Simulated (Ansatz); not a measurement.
What does this script print? It uses Ansatz 0.2.0, Python API.

Script `cs2_dimer.py`:
```python
import logging
import sys

import ansatz as az
import numpy as np

logging.basicConfig(stream=sys.stdout, format="[%(levelname)s] %(message)s")
logger = logging.getLogger("run")
logger.setLevel(logging.INFO)

FIRST = [
    ("S", (1.3585, -0.1562, 0.7299)),
    ("C", (0.0, 0.0, 0.0)),
    ("S", (-1.3585, 0.1562, -0.7299)),
]
SECOND = [
    ("S", (-1.1, -1.9006, -2.7526)),
    ("C", (0.211, -2.51, -2.1934)),
    ("S", (1.522, -3.1194, -1.6342)),
]

def energy(atoms, ghosts=()):
    molecule = az.Crystal.molecule()
    for symbol, xyz in atoms:
        molecule = molecule.atom(symbol, xyz)
    calc = (
        molecule.calculation()
        .basis(gaussian="def2-SVP")
        .functional("pbe0")
    )
    deck = calc.input()
    if ghosts:
        deck = deck.set(az.key.basis.gaussian.ghost_atoms, [{"symbol": s, "position_ang": list(xyz)} for s, xyz in ghosts])
    return az.Session.from_dict(deck).plan().execute().report["free_energy_ev"]


def main() -> None:
    direction = np.array([0.0632, -0.7515, -0.6567])
    logger.info("shift (A)   counterpoise-corrected interaction (kJ/mol)")
    for shift in (-0.3, 0.0, 0.4, 1.0, 2.0):
        moved = [(s, tuple(np.round(np.array(xyz) + shift * direction, 4))) for s, xyz in SECOND]
        gain = energy(FIRST + moved) - energy(FIRST, moved) - energy(moved, FIRST)
        logger.info(f"{shift:8.2f} {96.485332 * gain:14.3f}")


if __name__ == "__main__":
    main()
```

```console
$ python cs2_dimer.py
[INFO] shift (A)   counterpoise-corrected interaction (kJ/mol)
[INFO]    -0.30        103.808
[INFO]     0.00         38.809
[INFO]     0.40          8.979
[INFO]     1.00          0.678
[INFO]     2.00         -0.220
```

What to keep in mind:
- The dimer is a generated trial pose of unrelaxed monomers, not a minimum, so the figure is no binding energy, and the basis set is small.
- This level lacks the dispersion part of the attraction (electrostatics and induction are there), which can decide the sign where the interaction is weak.
- Hardware and time: 14 s on 1 thread of AMD EPYC 9R45 96-Core Processor (Zen 5) (shared host), peak memory 0.29 GiB.

(Lines on the test bed's own set-up are left out of the output.)
